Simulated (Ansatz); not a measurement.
Gas-phase electronic energies from Ansatz, PBE0-D4/def2-TZVP geometries. CBS: MP2 limit from def2 TZ/QZ plus the TZ coupled-cluster correction, frozen cores. This one scheme is used for every species, atoms too. Functionals use def2-TZVPP. Open shells (•) are unrestricted, without spin–orbit coupling. Spin–orbit coupling would lower the free atoms: a little for Cl. One conformer a species, not always the lowest.

Reaction (hydrogen abstraction from a B–H bond): `OBS` + Cl• → `O[B]S`• + HCl

`OBS`:

Cartesian coordinates in Å:
```
O 1.167 -0.649 -0.670
B -0.034 -0.383 -0.112
S -0.416 1.252 0.573
H 1.789 0.083 -0.674
H -0.844 -1.258 -0.081
H -1.662 0.953 0.964
```

`O[B]S`•:

```xyz
5

O     0.837    0.612    0.418
B    -0.144    0.490   -0.487
S    -1.259   -0.892   -0.647
H     1.335    1.431    0.349
H    -0.769   -1.641    0.367
```

HCl:

```xyz
2

Cl   -0.087   -0.622    0.120
H     0.087    0.622   -0.120
```

Problem. Is it downhill or uphill in electronic energy at CCSD(T)/CBS, and by how much? (Estimate.)

Solution. Ansatz gave: Uphill: ΔE = +0.12 eV.

Problem. What do these levels give: r2SCAN-D4, PBE0-D4, ωB97X-V, B2PLYP, PBE0, HF/def2-TZVPP, CCSD(T)/def2-TZVPP, HF/def2-QZVPP, MP2/def2-QZVPP, HF/CBS(def2), MP2/CBS(def2), CCSD/CBS(def2)? (An estimate is asked.)

Solution. Ansatz gave: r2SCAN-D4 -0.08, PBE0-D4 0.01, ωB97X-V 0.16, B2PLYP 0.15, PBE0 0.01, HF/def2-TZVPP 0.46, CCSD(T)/def2-TZVPP 0.18, HF/def2-QZVPP 0.45, MP2/def2-QZVPP 0.03, HF/CBS(def2) 0.45, MP2/CBS(def2) 0.01, CCSD/CBS(def2) 0.16 eV.

Largest T1 diagnostic among the species: 0.016.

In def2-TZVPP, CCSD(T) changes the Hartree–Fock value by −0.28 eV (the triples alone add −0.05 eV) and MP2 by −0.39 eV. From PBE to PBE0 (25 % exact exchange), in def2-TZVPP and without D4, ΔE moves by +0.10 eV.
